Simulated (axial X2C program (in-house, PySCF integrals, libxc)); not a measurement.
# Worked dissociation energy of MgS⁻: PBE0, without spin–orbit coupling

Calculated with an axial X2C code built on PySCF integrals. Spin-free means the one-electron spin-free X2C Hamiltonian. Basis: S dyall-av3z [9s8p3d2f], Mg dyall-av3z [10s9p6d4f] (cores contracted in-house); Gaussian nuclei, density fitting, unrestricted open shells. Masses: S 31.972 u, Mg 23.985 u.

Molecular state: M_S = 1/2, Λ = 0 (beyond evenly filled blocks: σα).

```
E(S-) (2M_S = 1, M_L = 0) : -399.153652 hartree
E(Mg) (2M_S = 0, M_L = 0) : -200.280671 hartree
E(MgS⁻) at Re             : -599.516071 hartree
ωe                        : 484.2 cm⁻¹
ωexe                      : 2.64 cm⁻¹
```

Q: Work out De and D0.

A: De = -399.153652 + (-200.280671) − (-599.516071) = 0.08175 hartree = 2.224 eV. The zero-point energy is ωe/2 − ωexe/4 = 241 cm⁻¹ = 0.030 eV, so D0 = 2.195 eV.

One determinant describes the state; a PBE0 search over occupations chose it and may have missed a lower one. De is counted from the lowest determinant-based energies of the atoms at the same level, without counterpoise correction.

Each atomic determinant is the lowest at this level and need not be a pure term. Totals compare only within one Hamiltonian and basis.
